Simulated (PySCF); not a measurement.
Dipole moment and polarisability of `FP(F)P(F)F`

P2F4.
SMILES with atom numbers: `[F:1][P:2]([F:3])[P:4]([F:5])[F:6]`

Geometry (GFN2-xTB, Å), atoms numbered from 1 in this order:
```
atom  x, y, z in Å
F1    -1.492   -0.350   -1.336
P2    -0.895   -0.680    0.133
F3    -1.773    0.459    0.878
P4     0.895    0.680   -0.139
F5     1.496    0.352    1.328
F6     1.772   -0.460   -0.885
```

Level: CAM-B3LYP/def2-SVPD (PySCF), static field, nuclei fixed, core orbitals frozen in the response. The polarisability tensor in these axes (au):

```
x   63.17 10.02 -1.66
y   10.02 49.61  0.38
z   -1.66  0.38 46.85
```

Diagonalise the tensor; give its mean and Δα, where Δα² is half the sum of the squared differences of the eigenvalues.

Principal values 43.86, 47.20 and 68.57 au; mean 53.21 au = 7.88 Å³ = 8.77 × 10⁻⁴⁰ C²·m²/J; Δα = 23.21 au (44 % of the mean).

What is the dipole moment?

0.00 D; point group C2h allows none.

In TDDFT the mean static polarisability is Σ f/ω² over all singlet excitations (ω in hartree). How much of it do the 8 lowest give? Their energies (eV) and oscillator strengths: 4.18, 0.0126; 5.08, 0.2340; 6.11, 0.0000; 7.45, 0.0000; 7.53, 0.0000; 7.70, 0.0000; 7.99, 0.4471; 8.21, 0.0000.

They add up to 12.44 au, 23.4 % of the 53.21 au; the largest single term is 6.72 au, from the state at 5.08 eV. Terms in order: 0.54, 6.72, 0.00, 0.00, 0.00, 0.00, 5.19, 0.00 au. Higher excitations give the rest. The strengths listed sum to 0.694.

What depolarisation ratio follows for Rayleigh scattering of linearly polarised light, taking the static tensor?

ρ = 3Δα²/(45ᾱ² + 4Δα²) = 1616.7/(127411 + 2155.6) = 0.0125.

What would n − 1 = 2πNα be for an ideal gas of these molecules at 500 K and 1 atm, electronic part alone?

N = p/kT = 1.4678 × 10¹⁹ cm⁻³, so n − 1 = 2π × N × 7.88 × 10⁻²⁴ cm³ = 727 × 10⁻⁶ at long wavelengths.

Directions of the eigenvectors, and the extent of the frame along each?

Largest value along (0.88, 0.47, -0.06), where the nuclei span 2.81 Å; middle along (-0.12, 0.34, 0.93), 2.38 Å; least along (-0.45, 0.82, -0.36), 1.74 Å. The response follows the extents in order.

Geometry: GFN2-xTB, one conformer, isolated molecule.
